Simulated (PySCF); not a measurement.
Potential energy of CH⁺ along the bond

Set-up: H def2-TZVPPD, C def2-TZVPPD; no relativity (PySCF 2.14). Energies in eV from H + C⁺ in their ground configurations at the same level. State: ¹Σ⁺ (singlet), closed shell.

All columns are TPSSh. A positive dipole points towards C; it is taken about the centre of mass and depends on that origin.

| R (Å) | E (eV) | μ (D) | Mulliken charge on H (basis-dependent) | HOMO (eV) | LUMO (eV) | Mayer bond order | ⟨S²⟩ |
| --- | --- | --- | --- | --- | --- | --- | --- |
| 0.980 | -3.804 | -1.80 | 0.13 | -19.42 | -15.19 | 0.96 | 0.00 |
| 1.026 | -4.051 | -1.80 | 0.12 | -19.35 | -15.13 | 1.00 | 0.00 |
| 1.072 | -4.193 | -1.81 | 0.12 | -19.27 | -15.07 | 1.01 | 0.00 |
| 1.106 | -4.246 | -1.81 | 0.12 | -19.20 | -15.03 | 1.02 | 0.00 |
| 1.140 | -4.260 | -1.82 | 0.13 | -19.13 | -15.00 | 1.02 | 0.00 |
| 1.174 | -4.244 | -1.82 | 0.14 | -19.06 | -14.96 | 1.02 | 0.00 |
| 1.220 | -4.183 | -1.83 | 0.15 | -18.96 | -14.92 | 1.02 | 0.00 |
| 1.277 | -4.059 | -1.85 | 0.17 | -18.83 | -14.87 | 1.01 | 0.00 |
| 1.345 | -3.860 | -1.87 | 0.20 | -18.66 | -14.81 | 0.99 | 0.00 |
| 1.436 | -3.542 | -1.91 | 0.23 | -18.40 | -14.73 | 0.97 | 0.00 |

A fit through these points gives, at Re = 1.138 Å, μ = -1.82 D and dμ/dR = -0.155 D/Å; the reduced mass is 0.9297 u.

Task: How strong is the fundamental in the double-harmonic approximation, I = 42.26·(dμ/dR)²/μred km/mol?

Result: I = 42.26·(-0.155)²/0.9297 = 1.09 km/mol at TPSSh.

For an ion De counts to the pair picked by the measured ionisation energies or electron affinities, which need not be the lowest pair at this level.
